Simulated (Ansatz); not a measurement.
# Where PBE misses the lattice constant a: 29 values for a set of cubic elemental solids other than molecular ones

PBE (Ansatz, a first-principles code) was set against 29 reference values (fcc Ag, fcc Al, fcc Au, bcc Ba, diamond, fcc Ca, antiferromagnetic bcc Cr, bcc Cs, fcc Cu, bcc Fe, diamond-structure Ge, fcc Ir, bcc K, bcc Li, bcc Mo, bcc Na, bcc Nb, fcc Ni, fcc Pb, fcc Pd, fcc Pt, bcc Rb, fcc Rh, diamond-structure Si, grey tin (α-Sn), fcc Sr, bcc Ta, bcc V, bcc W), measured values corrected to a static lattice. Its mean error is +0.87 % and its mean absolute error 1.11 % (median 0.80 %); 7 of 29 lie within 0.5 %, and the value is above the reference in 22 of 29 cases.

All rows, largest deviation first (by %; values in Å; a dash: no usable value at that level):

| solid | reference | PBE | PBE error (%) | HSE06 | PBE0 | r²SCAN |
|---|---|---|---|---|---|---|
| fcc Pb | 4.902 | 5.040 | +2.82 | 4.998 | 4.999 | 4.994 |
| grey tin (α-Sn) | 6.477 | 6.655 | +2.75 | 6.556 | 6.544 | 6.566 |
| fcc Au | 4.062 | 4.158 | +2.36 | 4.126 | 4.129 | 4.125 |
| fcc Ag | 4.062 | 4.147 | +2.10 | 4.140 | 4.137 | 4.104 |
| diamond-structure Ge | 5.644 | 5.761 | +2.07 | 5.685 | 5.678 | 5.675 |
| bcc Cs | 6.039 | 6.162 | +2.03 | 6.247 | 6.270 | 6.273 |
| fcc Pd | 3.876 | 3.943 | +1.73 | 3.909 | 3.911 | 3.908 |
| bcc Rb | 5.576 | 5.670 | +1.68 | 5.728 | 5.734 | 5.747 |
| fcc Pt | 3.913 | 3.970 | +1.46 | 3.926 | 3.927 | 3.940 |
| bcc K | 5.212 | 5.284 | +1.37 | 5.331 | 5.336 | 5.348 |
| fcc Ir | 3.831 | 3.871 | +1.04 | 3.825 | 3.826 | 3.844 |
| fcc Cu | 3.595 | 3.629 | +0.95 | 3.633 | 3.631 | 3.577 |
| fcc Rh | 3.794 | 3.830 | +0.95 | 3.779 | 3.781 | 3.800 |
| diamond-structure Si | 5.421 | 5.470 | +0.91 | 5.440 | 5.436 | 5.444 |
| bcc V | 3.021 | 2.997 | -0.80 | 2.962 | 2.962 | 2.982 |
| bcc Fe | 2.853 | 2.831 | -0.77 | 2.912 | 2.910 | 2.866 |
| bcc W | 3.16 | 3.184 | +0.75 | 3.163 | 3.165 | 3.169 |
| bcc Mo | 3.141 | 3.161 | +0.63 | 3.136 | 3.138 | 3.151 |
| bcc Ta | 3.299 | 3.319 | +0.61 | 3.306 | 3.310 | 3.305 |
| fcc Al | 4.018 | 4.040 | +0.54 | 4.019 | 4.013 | 3.992 |
| bcc Ba | 4.995 | 5.021 | +0.53 | 5.123 | 5.137 | 5.070 |
| diamond | 3.553 (3.543–3.555) | 3.572 | +0.53 | 3.546 | 3.545 | 3.560 |
| bcc Nb | 3.294 | 3.310 | +0.49 | 3.296 | 3.301 | 3.303 |
| fcc Ca | 5.553 | 5.526 | -0.48 | 5.591 | 5.581 | 5.568 |
| bcc Li | 3.449 | 3.435 | -0.42 | 3.463 | 3.464 | 3.477 |
| bcc Na | 4.214 | 4.197 | -0.40 | 4.225 | 4.226 | 4.223 |
| antiferromagnetic bcc Cr | 2.877 | 2.866 | -0.38 | 3.056 | 3.045 | 2.961 |
| fcc Ni | 3.508 | 3.519 | +0.31 | 3.511 | 3.511 | 3.478 |
| fcc Sr | 6.045 | 6.030 | -0.25 | 6.119 | 6.120 | 6.101 |

All these references are brought to a static lattice.

Spin–orbit coupling is left out, also for the solids with elements from indium on (fcc Au, bcc Ba, bcc Cs, fcc Ir, fcc Pb, fcc Pt, grey tin (α-Sn), bcc Ta, bcc W); its size isn't shown.

Brackets give the range of the sources taken for a reference, where it is wide; it can hold other temperatures.

Differences are worked out from unrounded values.

Programs: Ansatz.

Ansatz's runs of these crystals have no spin polarisation, but for antiferromagnetic bcc Cr, bcc Fe, fcc Ni. Meta-GGA and hybrid levels favour moments, which can bear on fcc Pd, fcc Pt, fcc Rh, bcc V, bcc Fe, antiferromagnetic bcc Cr, fcc Ni.

Density-functional runs with spin start from opposed moments for antiferromagnetic bcc Cr, parallel moments for bcc Fe, parallel moments for fcc Ni.

Caveats: the cell is over a tenth larger than the published one (another phase or state, or a fault of the published cell, is possible) (HSE06: antiferromagnetic bcc Cr; PBE0: antiferromagnetic bcc Cr); the commensurate order stands in for chromium's spin-density wave, and the size of the moments varies much between levels (antiferromagnetic bcc Cr); the gap of the solid is closed in this run (PBE: diamond-structure Ge). Ansatz's density-functional and Hartree–Fock values are scalar-relativistic unless marked +SOC, with PAW data made under PBE.

Not in this set, of the elemental solids other than molecular ones with a reference value in our tables and a result at some level: 19 for a reference at room or unstated temperature; 4 for a high-temperature or high-pressure phase. These can be a level's best or worst cases. At least 1 more with a reference value is held back for tests. Layered and molecular crystals are counted apart. The metals Ce to Yb are counted apart.

References as tabulated in Mejia-Rodriguez and Trickey (2018), arXiv:1807.09216; Csonka et al. (2009), arXiv:0903.4037; Levämäki et al. (2014), arXiv:1402.3671.
